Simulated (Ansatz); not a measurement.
# AlH₃O₂: how energies converge with the basis set

The task here is to estimate one member of a computed series from the others.

The runs use Ansatz 0.2.0, Gaussian basis; one geometry, several basis sets.

The runs, in order: PBE0-D4/def2-SVP; ωB97M-V/def2-SVP; PBE0-D4/def2-QZVPP; ωB97M-V/def2-QZVPP; CCSD(T)/cc-pV(D+d)Z; CCSD(T)/cc-pV(T+d)Z; CCSD(T)/cc-pV(Q+d)Z; the functionals' def2-TZVPP values are taken from earlier runs.

## The geometry

All runs share one geometry, relaxed beforehand with PBE0-D4 in a triple-zeta def2 set.

SMILES `[OH][AlH][OH]`, 6 atoms, charge 0, spin multiplicity 1.

Atoms are counted from 1 here; the program's logs count them from 0.

Bond lengths: O1–Al2 1.692 Å, O1–H4 0.954 Å, Al2–O3 1.692 Å, Al2–H5 1.565 Å, O3–H6 0.954 Å. Angles: Al2–O1–H4 126.6°, O1–Al2–O3 124.1°, O1–Al2–H5 117.9°, O3–Al2–H5 117.9°, Al2–O3–H6 126.5°.

The first run:

Input file in.yaml:

```yaml
crystal:
  periodic: [false, false, false]
  atoms:
    - {symbol: O, position_ang: [-1.271161, -0.307093, -0.753411]}
    - {symbol: Al, position_ang: [0.269158, 0.307193, -0.418962]}
    - {symbol: O, position_ang: [1.095599, 0.056073, 1.035610]}
    - {symbol: H, position_ang: [-1.809471, -0.839435, -0.172208]}
    - {symbol: H, position_ang: [0.974256, 1.161064, -1.525118]}
    - {symbol: H, position_ang: [0.783718, -0.441701, 1.787889]}
basis:
  gaussian: {orbitals: def2-SVP}
hamiltonian: {xc: pbe0, dispersion: d4}
output: {orbitals: {seedname: orbitals}}
```

On the command line:

```bash
ansatz run in.yaml --threads 4 --pin off --events-out ev --progress --plain --max-ram 10444MiB
```

Steps of the session up to this table: PBE0-D4 in def2-SVP; ωB97M-V in def2-SVP; PBE0-D4 in def2-QZVPP; ωB97M-V in def2-QZVPP.

One table of the session follows, with a row left open; its other results are not shown here.

```
functional       basis  HOMO (eV)  LUMO (eV)
   PBE0-D4    def2-SVP      -8.78       0.22
   PBE0-D4  def2-TZVPP      -9.08      -0.12
   PBE0-D4  def2-QZVPP      -9.15      -0.43
   ωB97M-V    def2-SVP     -11.24       1.81
   ωB97M-V  def2-TZVPP     -11.58       1.39
   ωB97M-V  def2-QZVPP          ?          ?
```

**Question.** Estimate the row for ωB97M-V, def2-QZVPP.

As computed: HOMO (eV): -11.65; LUMO (eV): 0.77. In the column «HOMO (eV)» it is the lowest.
